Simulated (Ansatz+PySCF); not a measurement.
Results of a calculation; reference values are marked as such.
## Ansatz (development build ahead of 0.2.0) run

```yaml
crystal:
  periodic: [false, false, false]
  atoms:
    - { symbol: C, position_ang: [0.0, 0.0, -0.81458] }
    - { symbol: "N", position_ang: [0.0, 0.0, -1.96317] }
    - { symbol: C, position_ang: [0.0, 0.0, 0.56373] }
    - { symbol: H, position_ang: [0.0, -0.93522, 1.10701] }
    - { symbol: H, position_ang: [0.0, 0.93522, 1.10701] }
basis:
  gaussian: { orbitals: cc-pVTZ }
magnetization:
  initial_magnetization: 1
hamiltonian:
  xc: hf
correlation:
  method: mp2
  frozen_orbitals: { C: 1, H: 0, "N": 1 }
output:
  forces: true
```

The input is written out in the form of the current development build from the run's settings. Correlation on restricted open-shell orbitals is semicanonical, with singles.

Output:

| Quantity | Value |
| --- | --- |
| Converged | yes |
| Reference energy | -131.33903 hartree |
| Correlation energy | -0.48501 hartree |
| Total energy | -131.82404 hartree |
| Spin squared of the determinant | 0.750 |
| Stability test | minimum among restricted orbitals |
| Occupied orbitals by symmetry in an Abelian subgroup (alpha; beta) | 7 A1 2 B1 2 B2; 7 A1 1 B1 2 B2 |

Forces (eV/Å):
```json
{"atom": "C1", "Fx": "0.000", "Fy": "0.000", "Fz": "3.109"}
{"atom": "N2", "Fx": "0.000", "Fy": "0.000", "Fz": "-3.604"}
{"atom": "C3", "Fx": "0.000", "Fy": "0.000", "Fz": "0.709"}
{"atom": "H4", "Fx": "0.000", "Fy": "0.161", "Fz": "-0.107"}
{"atom": "H5", "Fx": "0.000", "Fy": "-0.161", "Fz": "-0.107"}
```

Caution: forces differ strongly between restricted and unrestricted references.
